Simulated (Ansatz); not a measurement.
# H7OPSi: the cost of one run

Method: RKS BHLYP-D4/def2-SVP, in Ansatz 0.2.0.

1 further run of the same task is left out (it didn't finish).

## Step 1: Starting point

Bond lengths: Si1–H3 1.460 Å, Si1–H4 1.459 Å, Si1–O5 1.679 Å, O5–H6 1.010 Å, Si1–P7 2.480 Å, P7–H8 1.420 Å, P7–H9 1.420 Å. Angles: H3–Si1–H4 109.5°, H3–Si1–O5 109.5°, H3–Si1–P7 67.2°, H4–Si1–O5 109.5°, H4–Si1–P7 176.6°, O5–Si1–P7 72.8°, Si1–O5–H6 109.5°, Si1–P7–H8 109.5°, Si1–P7–H9 109.5°, H8–P7–H9 109.4°.

Structure file:

```xyz
10

Si    0.0000    0.0000    0.0000
H     0.0000    0.0000    1.8100
H     1.3768    0.0000   -0.4862
H    -0.6877    1.1914   -0.4862
O    -0.7913   -1.3709   -0.5594
H    -1.2459   -1.8365    0.2129
P     1.2944   -1.9656    0.7820
H     0.4981   -3.1353    0.6631
H     2.4646   -2.1080   -0.0096
H     0.5220   -0.7926    1.8858
```

## Step 2: Pulling towards end A

Springs on the bonds that form and break draw the guess towards this end; the thresholds are loose.

input.yaml reads:

```yaml
crystal:
  periodic: [false, false, false]
  atoms:
    - { symbol: Si, position_ang: [0.0, 0.0, 0.0] }
    - { symbol: H, position_ang: [0.0, 0.0, 1.81] }
    - { symbol: H, position_ang: [1.3768, 0.0, -0.4862] }
    - { symbol: H, position_ang: [-0.6877, 1.1914, -0.4862] }
    - { symbol: O, position_ang: [-0.7913, -1.3709, -0.5594] }
    - { symbol: H, position_ang: [-1.2459, -1.8365, 0.2129] }
    - { symbol: P, position_ang: [1.2944, -1.9656, 0.782] }
    - { symbol: H, position_ang: [0.4981, -3.1353, 0.6631] }
    - { symbol: H, position_ang: [2.4646, -2.108, -0.0096] }
    - { symbol: H, position_ang: [0.522, -0.7926, 1.8858] }
basis:
  gaussian: { orbitals: def2-SVP }
hamiltonian:
  xc: { name: BHLYP }
  dispersion: d4
relax:
  f_tol: 0.15
  max_steps: 25
  restrain:
    - { distance: [0, 6], at: 3.38, k: 30.0 }
    - { distance: [9, 1], at: 1.86, k: 30.0 }
    - { distance: [0, 1], at: 1.46, k: 30.0 }
    - { distance: [9, 6], at: 1.42, k: 30.0 }
```

On the command line:

```console
ansatz run input.yaml --threads 2 --pin off --max-ram 3072MiB --backend cpu --events-out ev --progress --plain --runs-dir out
```

Q: Estimate wall time and peak memory on 2 threads of Arm Neoverse V1, shared host.

About 32 s, with a peak of 0.16 GiB.
